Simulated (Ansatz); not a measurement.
Basis-set extrapolation for `C=C=C(F)CC` (PBE0-D4/def2-TZVP geometry, frozen core, the Gaussian-basis code of Ansatz). Multiplicity 1, RHF reference.

```csv
,def2-TZVPP,def2-QZVPP
HF,-292.900629,-292.913449
MP2 correlation,-1.061938,-1.137747
CCSD(T) correlation,-1.150820,not run
```

Energies in hartree. Use E(X) = E(∞) + A·exp(−7.88·√X) for Hartree–Fock and E(X) = E(∞) + B·X^(−2.97) for correlation, with X = 3 and 4, and add CCSD(T) minus MP2 of the smaller set to the MP2 limit.

Question: What is the CCSD(T) energy at the basis-set limit?

Answer: HF limit: -292.913449 + (-0.012820) × 0.13774 = -292.91521. MP2 limit: -1.137747 + (-0.075809) × 0.74074 = -1.19390. Higher-order term: -1.150820 − (-1.061938) = -0.08888. Total: -294.19799 hartree, 384.7 kJ/mol below CCSD(T)/def2-TZVPP.
